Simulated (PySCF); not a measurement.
Computed and reference excited states of `[C-]#[S+]`

Published values to compare with (the computed states carry no symmetry labels, so the two lists aren't matched line by line):

| state | E (eV) | f | kind of transition | source |
| --- | --- | --- | --- | --- |
| a 3Πr | 3.43 |  | Te (adiabatic, minimum to minimum, no zero-point energy) | [1] |
| a' 3Σ+ | 3.88 |  | Te (adiabatic, minimum to minimum, no zero-point energy) | [1] |
| d 3ΔI | 4.42 |  | Te (adiabatic, minimum to minimum, no zero-point energy) | [1] |
| A 1Π | 4.82 |  | Te (adiabatic, minimum to minimum, no zero-point energy) | [1] |
| A' 1Σ+ | 7.01 |  | Te (adiabatic, minimum to minimum, no zero-point energy) | [1] |

[1] measured, gas; Huber, Herzberg, Constants of Diatomic Molecules, NIST Chemistry WebBook

Compound: CS.
Numbering: `[C-:1]#[S+:2]`

Geometry (GFN2-xTB, Å), atoms numbered from 1 in this order:
```xyz
2
CS angstrom
C      0.762   -0.003   -0.002
S     -0.759    0.005   -0.012
```

Method used: TDDFT PBE0/def2-SVPD, vertical, gas phase, core orbitals frozen in the response (PySCF 2.14.0, density-fitted response routines).

Computed singlets: 4.85 eV (f 0.012 summed over 2 states); 5.58 eV (f 0.000); 5.96 eV (f 0.000 summed over 2 states); 8.40 eV (f 0.014); 8.72 eV (f 0.036); 9.36 eV (f 0.643). Computed triplets (Tamm–Dancoff): 3.19, 3.19 eV.

Adiabatic (Te) and 0-0 energies refer to the relaxed excited state and aren't the vertical quantity computed here.
